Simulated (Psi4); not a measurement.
# A workflow on AlH3S (SMILES [AlH2][SH])

Aim: a geometry optimisation (B3LYP/STO-3G), then vibrational wavenumbers, then the energy (FNO-CCSD(T)/cc-pVTZ) of AlH3S. 

The calculation is run with Psi4 1.11.

### Step 1. Starting point

AlH3S has 5 atoms, charge 0, and is taken as a singlet. SMILES: `[AlH2][SH]`. The start is not the relaxed shape. The run starts from this shape.

Bond lengths: Al1–S2 2.311 Å, Al1–H3 1.534 Å, Al1–H4 1.615 Å, S2–H5 1.388 Å. Angles: Al1–S2–H5 89.8°, S2–Al1–H3 116.7°, S2–Al1–H4 113.5°, H3–Al1–H4 129.7°.

### Step 2. A structure relaxation at B3LYP/STO-3G (density fitting) (run 1)

alh3s.xyz

```xyz
5
AlH3S
Al    -0.673493    -0.108670    -0.195897
S      1.208642    -0.333784     1.125394
H     -1.976627    -0.702873     0.353566
H     -0.415220     0.741493    -1.544516
H      1.956533     0.334818     0.166141
```

run.py

```python
import psi4

psi4.set_memory(1600000000)
psi4.set_num_threads(1)
psi4.core.set_output_file('output.dat', False)

with open('alh3s.xyz') as f:
    atoms = ''.join(f.readlines()[2:])
molecule = psi4.geometry('0 1\n' + atoms + '')

options = {'basis': 'STO-3G', 'geom_maxiter': 60}
psi4.set_options(options)

e_tot = psi4.optimize('b3lyp', molecule=molecule)
print(f'b3lyp energy: {e_tot:.10f} Eh')
molecule.save_xyz_file('final.xyz', False)
```

Started as:

```bash
$ python run.py
```

output.dat:

```text
gradient() will perform analytic gradient computation.

   => Loading Basis Set <=

    Name: STO-3G
    Role: ORBITAL
    Keyword: BASIS

         ---------------------------------------------------------
                                   SCF
                              RKS Reference
                        1 Threads,   1525 MiB Core
         ---------------------------------------------------------

  ==> Geometry <==

    Molecular point group: c1
    Full point group: C1

    Geometry (in Angstrom), charge = 0, multiplicity = 1:

[... 347 lines left out ...]
	  Convergence Criteria     1.00e-06 *    3.00e-04 *             o    1.20e-03 *             o~
[... 363 lines left out ...]
   @DF-RKS iter   0:  -635.08790203768535   -6.35088e+02   9.75271e-03
[... 243 lines left out ...]
   @DF-RKS iter   3:  -635.10736832713599   -4.59026e-05   4.81846e-05 DIIS
[... 243 lines left out ...]
   @DF-RKS iter   6:  -635.10975540882907   -5.50244e-10   2.29704e-07 DIIS
[... 243 lines left out ...]
  Energy and wave function converged.
[... 257 lines left out ...]
    One-Electron Energy =               -1036.6209743384415560
[... 243 lines left out ...]
    VV10 Nonlocal Energy =                  0.0000000000000000
[... 257 lines left out ...]
 Dipole Z            :          1.2335556           -1.5497050           -0.3161495
[... 355 lines left out ...]
	  Convergence Criteria     1.00e-06 *    3.00e-04 *             o    1.20e-03 *             o
[... 4 lines left out ...]
Next Geometry in Ang
	Fragment 1 (Ang)

	   Al  -0.9002427986   0.1246211112  -0.6155763554
	    S   0.8011247747  -0.1349180092   0.5908161281
	    H  -2.1876985310  -0.4601949836  -0.1221448648
	    H  -0.7786184715   0.8727656946  -1.9098876865
	    H   1.6461474257   0.5301988300  -0.2393632364

    Final optimized geometry and variables:
    Molecular point group: c1
    Full point group: C1

    Geometry (in Angstrom), charge = 0, multiplicity = 1:

    AL          -0.900259495938     0.124604511450    -0.615249819399
    S            0.801358950550    -0.134872043491     0.590824848901
    H           -2.188124192574    -0.460164837670    -0.122530660689
    H           -0.778209898800     0.872549301557    -1.909404357204
    H            1.645947036040     0.530355711112    -0.239796026431

[set-up sections that repeat, and orbital energies of the middle runs, are left out above]
```

The script printed:

```text
Some dependencies such as QCElemental have not yet finished migration to pydantic v2. If issues are encountered please downgrade pydantic or upgrade QCElemental as appropriate
	Change in internal coordinate of 5.00e-01 exceeds limit of 5.00e-01.
	Skipping Hessian update for step 1.
	Energy has increased in a minimization.
	Energy ratio indicates iffy step.
	Intrafrag trust radius decreased to   0.25.
	Energy has increased in a minimization.
	Energy ratio indicates iffy step.
	Intrafrag trust radius decreased to   0.25.
	Unable to completely converge to displaced geometry.
	RMS(dx):  1.538e-06 	Max(dx):  3.288e-06 	RMS(dq):  3.028e-06
	Previous geometry is closer to target in internal coordinates, so using that one.

	Best geometry has RMS(Delta(q)) = 1.51e-06

Optimizer: Optimization complete!
b3lyp energy: -635.1119921982 Eh
```

It took 17 s on 1 thread of Intel Xeon Platinum 8375C at 2.90GHz (Ice Lake), shared host; peak memory 0.29 GiB.

Step by step:

```
step  energy from the first frame kept (eV)  largest force (eV/Å)
   0                                 0.0000                3.4169
   1                                -0.5306                1.0797
   2                                -0.1395                1.8580
   3                                -0.4359                1.1960
   4                                -0.5009                1.9383
   5                                -0.5595                0.2387
   6                                -0.5603                0.0594
   7                                -0.5583                0.2082
   8                                -0.5617                0.0283
   9                                -0.5617                0.0046
```

After the run. Bond lengths: Al1–S2 2.102 Å, Al1–H3 1.498 Å, Al1–H4 1.500 Å, S2–H5 1.359 Å. Angles: Al1–S2–H5 95.3°, S2–Al1–H3 117.3°, S2–Al1–H4 119.4°, H3–Al1–H4 123.3°.

### Step 3. The harmonic vibrations at B3LYP/STO-3G (density fitting) (run 2)

calc.dat

```
memory 1600 mb

molecule {
  0 1
  Al    -0.577040    -0.088821    -0.136642
  S      1.124578    -0.348298     1.069433
  H     -1.864905    -0.673590     0.356078
  H     -0.454991     0.659124    -1.430796
  H      1.969166     0.316930     0.238812
}

set basis STO-3G
set t 600.0
set rotational_symmetry_number 1

frequency("b3lyp")
```

Started as:

```bash
$ psi4 -i calc.dat -o calc.out -n 1
```

calc.out:

```text
Psi4 1.11 release

         ----------------------------------------------------------
                                   FINDIF
         ----------------------------------------------------------

  Using finite-differences of gradients to determine vibrational frequencies and
  normal modes. Resulting frequencies are only valid at stationary points.
    Generating geometries for use with 3-point formula.
    Displacement size will be 5.00e-03.
    Number of atoms is 5.
    Number of irreps is 1.
    Number of SALCs is 12.
    Translations projected? 1. Rotations projected? 0.
    Index of SALCs per irrep:
      1 :  0  1  2  3  4  5  6  7  8  9  10  11
    Number of SALCs per irrep:
      Irrep 1: 12
    Number of geometries (including reference) is 25.
    Number of displacements per irrep:
      Irrep 1: 24
 25 displacements needed ...

  //>>>>>>>>>>>>>>>>>>>>>>>>>>>>>>>>>>>//
  //    FiniteDifference Computations  //
  //<<<<<<<<<<<<<<<<<<<<<<<<<<<<<<<<<<<//

[... 129 lines left out ...]
    Weights Tolerance      =       1.00E-15
[... 518 lines left out ...]
    VV10 Nonlocal Energy =                  0.0000000000000000
[... 563 lines left out ...]
  @DF-RKS Final Energy:  -635.11199192554864
[... 539 lines left out ...]
   @DF-RKS iter   7:  -635.11199072768875   -2.75509e-09   5.49710e-07 DIIS
[... 550 lines left out ...]
   @DF-RKS iter   2:  -635.05739956913055   -1.45985e-03   1.22921e-02 DIIS/ADIIS
[... 429 lines left out ...]
 Dipole Z            :          1.2277731           -1.5434915           -0.3157184
[... 520 lines left out ...]
    VV10 Nonlocal Energy =                  0.0000000000000000
[... 550 lines left out ...]
    Nuclear Repulsion Energy =             76.3766067973622285
[... 552 lines left out ...]
   @DF-RKS iter   7:  -635.11199151695303   -2.75293e-09   5.49149e-07 DIIS
[... 589 lines left out ...]
    Translational S                         41.766 [cal/(mol K)]      174.750 [J/(mol K)]       0.06655876 [mEh/K] (mol. weight = 61.9771 [u], P = 101325.00 [Pa])
[... 49 lines left out ...]
  Gibbs free energy, G = H - T * S
    Electronic contrib to G beyond E_e       0.000 [kcal/mol]        0.000 [kJ/mol]       0.00000000 [Eh]
    Translational contrib to G             -22.079 [kcal/mol]      -92.378 [kJ/mol]      -0.03518504 [Eh]
    Rotational contrib to G                -12.565 [kcal/mol]      -52.573 [kJ/mol]      -0.02002382 [Eh]
    Vibrational contrib to G                15.535 [kcal/mol]       65.000 [kJ/mol]       0.02475708 [Eh]
  Correction G                             -19.109 [kcal/mol]      -79.951 [kJ/mol]      -0.03045178 [Eh]
  Total G, Gibbs energy at  600.00 [K]                                                 -635.14244398 [Eh]
  *** Absolute Gibbs energy, not a free energy of formation ***

    Psi4 run time: 0:00:44.18

[set-up sections that repeat, and orbital energies of the middle runs, are left out above]
```

On the terminal:

```text
Warning: used thermodynamics relations inappropriate for low-frequency modes: ['437.6920' '553.5846']
```

Run time: 45 s. Hardware: 1 thread of Intel Xeon Platinum 8375C at 2.90GHz (Ice Lake), shared host; peak memory 0.28 GiB.

### Step 4. A single-point energy at FNO-CCSD(T)/cc-pVTZ (run 3)

input.in

```
memory 1.6 GB

molecule system {
  Al
  S 1 R2
  H 1 R3 2 A3
  H 1 R4 3 A4 2 D4
  H 2 R5 1 A5 3 D5

  R2 = 2.101773
  R3 = 1.497773
  A3 = 117.33368
  R4 = 1.499717
  A4 = 123.26882
  D4 = 179.9698
  R5 = 1.358598
  A5 = 95.2799
  D5 = 179.98857
}

set basis cc-pVTZ
set scf_type pk
set freeze_core true

e, wfn = energy('fno-ccsd(t)', return_wfn=True)
```

Started as:

```bash
$ psi4 -i input.in -o input.out -n 1
```

input.out:

```text
Psi4 1.11 release

   => Loading Basis Set <=

    Name: CC-PVTZ
    Role: ORBITAL
    Keyword: BASIS

         ---------------------------------------------------------
                                   SCF
                              RHF Reference
                        1 Threads,   1525 MiB Core
         ---------------------------------------------------------

  ==> Geometry <==

    Molecular point group: c1
    Full point group: C1

    Geometry (in Angstrom), charge = 0, multiplicity = 1:

[... 89 lines left out ...]
   @RHF iter   2:  -641.24651410255956   -2.92874e-02   7.36493e-04 DIIS/ADIIS
[... 5 lines left out ...]
   @RHF iter   8:  -641.25096880390947   -3.29874e-09   1.20260e-07 DIIS
[... 37 lines left out ...]
    Nuclear Repulsion Energy =             76.3842869412941354
[... 19 lines left out ...]
 Dipole Z            :          1.0498028           -1.2891915           -0.2393887
[... 49 lines left out ...]
      * MP2 total energy:                   -641.513655658605
[... 112 lines left out ...]
        SS MP2 correlation energy:            -0.049801565223
[... 6 lines left out ...]
      * MP2.5 total energy:                 -641.529683952672
[... 7 lines left out ...]
        SS MP4(SDQ) correlation energy:       -0.045007671119
[... 6 lines left out ...]
      * CCSD total energy:                  -641.548268790551
[... 5 lines left out ...]
  Time per iteration:                    0.14 s (user)
                                         0.12 s (system)
                                         0.27 s (total)

	total time  =          4 seconds =       0.07 minutes

        ==> Resort (ov|vv) integrals for low-memory (T) computation <==

        *******************************************************
        *                                                     *
        *                      CCSD(T)                        *
        *                                                     *
        *******************************************************

        Using low-memory algorithm.

        num_threads:                      1
        available memory:        1525.88 mb
        memory requirements:        5.02 mb

        Number of abc combinations: 142880

        Computing (T) correction...

        % complete  total time
              10.0         1 s
              20.0         1 s
              30.0         2 s
              40.0         2 s
              50.0         3 s
              60.0         3 s
              70.0         4 s
              80.0         4 s
              90.0         5 s

        (T) energy                            -0.011029203665

        CCSD(T) correlation energy            -0.308329189977
      * CCSD(T) total energy                -641.559297994216

	total time  =          5 seconds =       0.08 minutes

    Psi4 run time: 0:00:30.45
```

It took 32 s on 1 thread of Intel Xeon Platinum 8375C at 2.90GHz (Ice Lake), shared host; peak memory 1.2 GiB.

### Step 5. Outcome

```
                                                                   quantity             value
                               run 1, B3LYP/STO-3G: total energy at the end     -635.11199 Eh
                                         run 1, B3LYP/STO-3G: dipole moment            0.91 D
                                           run 1, B3LYP/STO-3G: HOMO energy          -3.54 eV
                                           run 1, B3LYP/STO-3G: LUMO energy           4.17 eV
                                         run 1, B3LYP/STO-3G: HOMO–LUMO gap           7.71 eV
                            run 2, B3LYP/STO-3G: lowest harmonic wavenumber          438 cm⁻¹
                           run 2, B3LYP/STO-3G: highest harmonic wavenumber         2952 cm⁻¹
                                     run 2, B3LYP/STO-3G: zero-point energy       72.3 kJ/mol
run 2, B3LYP/STO-3G: ideal-gas entropy at 600 K (symmetry number 1 as used)  73.5 cal/(mol K)
                                   run 3, FNO-CCSD(T)/cc-pVTZ: total energy     -641.55930 Eh
            run 3, FNO-CCSD(T)/cc-pVTZ: HOMO energy (Hartree–Fock orbitals)         -10.66 eV
            run 3, FNO-CCSD(T)/cc-pVTZ: LUMO energy (Hartree–Fock orbitals)           1.42 eV
          run 3, FNO-CCSD(T)/cc-pVTZ: HOMO–LUMO gap (Hartree–Fock orbitals)          12.08 eV
   run 3, FNO-CCSD(T)/cc-pVTZ: correlation energy (10 core orbitals frozen)        -308.3 mEh
                                 run 3, FNO-CCSD(T)/cc-pVTZ: (T) correction        -11.03 mEh
                                  run 3, FNO-CCSD(T)/cc-pVTZ: T1 diagnostic             0.010
```

In words: The optimisation (run 1, B3LYP/STO-3G) took 10 steps and changed the energy by -0.562 eV. All 9 modes are real, so the shape is a minimum at this level. The triples (run 3, FNO-CCSD(T)/cc-pVTZ) make up 3.6 % of the correlation energy.
